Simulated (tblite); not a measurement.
Species: methyl methanesulfonate, C₂H₆O₃S.
Atom-mapped SMILES: `[CH3:1][O:2][S:3]([CH3:4])(=[O:5])=[O:6]` (hydrogens: H7, H8, H9 on C1; H10, H11, H12 on C4)

Computed with GFN2-xTB (tblite), gas phase: Langevin dynamics at 300 K from the optimised GFN2-xTB geometry, time step 0.5 fs, friction 0.01 fs⁻¹, 2000 steps.

Start geometry:
```
atom  x, y, z in Å
C1      1.953   -0.334   -0.081
O2      0.653   -0.389    0.477
S3     -0.450    0.337   -0.463
C4     -1.875    0.042    0.585
O5     -0.152    1.732   -0.538
O6     -0.562   -0.383   -1.691
H7      1.959   -0.834   -1.052
H8      2.256    0.708   -0.208
H9      2.620   -0.843    0.613
H10    -2.746    0.470    0.107
H11    -1.677    0.520    1.534
H12    -1.976   -1.028    0.692
```

The statistics below take the 31 frames saved every 25 fs from 250 to 1000 fs; their kinetic temperature (all 3N coordinates) averages 269 K.

**Question.** Give the mean, spread and extremes of the bond lengths.

**Answer.** 
```csv
bond,start (Å),mean (Å),standard deviation (Å),shortest (Å),longest (Å)
C1–O2,1.415,1.415,0.021,1.376,1.475
O2–S3,1.621,1.627,0.034,1.554,1.722
S3–C4,1.793,1.807,0.034,1.732,1.892
S3=O5,1.429,1.430,0.023,1.392,1.488
S3=O6,1.429,1.433,0.020,1.391,1.470
C1–H7,1.092,1.093,0.023,1.059,1.150
C1–H8,1.092,1.096,0.029,1.047,1.166
C1–H9,1.088,1.099,0.038,1.010,1.161
C4–H10,1.082,1.087,0.032,1.034,1.156
C4–H11,1.080,1.086,0.027,1.038,1.145
C4–H12,1.080,1.082,0.032,1.023,1.131
```

**Question.** Give the same statistics for bond angles, one of each kind among heavy atoms.

**Answer.** 
| angle | start (°) | mean (°) | standard deviation (°) | smallest (°) | largest (°) |
| --- | --- | --- | --- | --- | --- |
| C1–O2–S3 | 112.3 | 116.8 | 4.5 | 109.0 | 124.6 |
| O2–S3–C4 | 97.4 | 98.4 | 3.7 | 91.0 | 108.0 |
| O2–S3–O5 | 109.0 | 109.2 | 3.7 | 102.4 | 118.0 |
| C4–S3–O5 | 110.9 | 110.4 | 3.2 | 105.1 | 116.5 |
| O5–S3–O6 | 117.6 | 117.9 | 2.9 | 110.4 | 123.6 |

**Question.** How far does each atom move about its mean position (frames aligned on the start, all atoms weighted alike), and what rms force does it feel?

**Answer.** 
```tsv
atom	rms displacement (Å)	rms force (eV/Å)
C1	0.14	1.96
O2	0.55	1.06
S3	0.25	2.29
C4	0.09	1.91
O5	0.59	1.34
O6	0.53	1.22
H7	0.94	0.86
H8	0.80	0.90
H9	0.86	1.22
H10	0.73	1.10
H11	0.69	0.96
H12	0.71	1.15
```

The displacements run from 0.09 to 0.94 Å, the largest at H7.

**Question.** Follow the torsion C1–O2–S3–C4 through every second one of these frames.

**Answer.** 
```
t (fs)  C1–O2–S3–C4 (°)
   250              128
   300              127
   350              126
   400              133
   450              148
   500              153
   550              148
   600              157
   650              168
   700             -168
   750             -150
   800             -141
   850             -138
   900             -129
   950             -124
  1000             -114
```

Largest departure from the start value over all these frames: C1–O2–S3–C4 66° (start 180°).

The run is classical and short, so these are rough statistics of one trajectory.

What follows is the cost of the whole dynamics run. Time: 13 s of wall time; peak memory 0.19 GiB. Hardware: one thread, Arm Neoverse N1 (aarch64), no GPU (shared host).
